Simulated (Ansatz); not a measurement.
Dissociation curve of SMILES [SiH3][SiH3] (H₆Si₂). The Si1–H8 bond (Si1 also carries H, H, Si; H8 carries nothing else) is pulled apart rigidly from the PBE0/def2-TZVP optimised geometry.

Calculation: Ansatz (a quantum-chemistry and plane-wave program) with restricted PBE/cc-pVTZ.

The batch members p0 to p7 hold the bond at 1.11, 1.18, 1.27, 1.36, 1.39, 1.44, 1.49, 1.56 Å.

Ansatz input:

Ansatz 0.2 input:
```yaml
# input.yaml
basis:
  gaussian: { orbitals: cc-pvtz }
hamiltonian:
  xc: pbe
batch:
  members: [p0.yaml, p1.yaml, p2.yaml, p3.yaml, p4.yaml, p5.yaml, p6.yaml, p7.yaml]

# p4.yaml, one of the 8 members of this batch
crystal:
  periodic: [false, false, false]
  atoms:
    - { symbol: Si, position_ang: [0.0, 0.0, 0.0] }
    - { symbol: Si, position_ang: [1.88109523, -1.13055017, -0.81211464] }
    - { symbol: H, position_ang: [0.0, 1.40973825, -0.47514367] }
    - { symbol: H, position_ang: [-1.2448909, -0.66152817, -0.47513327] }
    - { symbol: H, position_ang: [3.12599495, -0.46791198, -0.33855505] }
    - { symbol: H, position_ang: [1.88211835, -2.53978457, -0.33548404] }
    - { symbol: H, position_ang: [1.8800482, -1.13211224, -2.29977017] }
    - { symbol: H, position_ang: [0.0, 0.0, 1.39] }
total_charge: 0
magnetization:
  spin_polarized: false
```

Lines of the output on each member:

```
Member 1: Total energy: -15843.14080399 eV, -582.2246856801 hartree
Member 0: Total energy: -15842.17042280 eV, -582.1890248290 hartree
Member 3: Total energy: -15844.35966731 eV, -582.2694780811 hartree
Member 2: Total energy: -15843.93210768 eV, -582.2537655543 hartree
Member 4: Total energy: -15844.44225964 eV, -582.2725132930 hartree
Member 5: Total energy: -15844.52771170 eV, -582.2756535985 hartree
Member 6: Total energy: -15844.55893135 eV, -582.2768008995 hartree
Member 7: Total energy: -15844.53140640 eV, -582.2757893759 hartree
```

The restricted form behind RKS-PBE keeps the bonding electrons paired and can't separate into open-shell fragments.
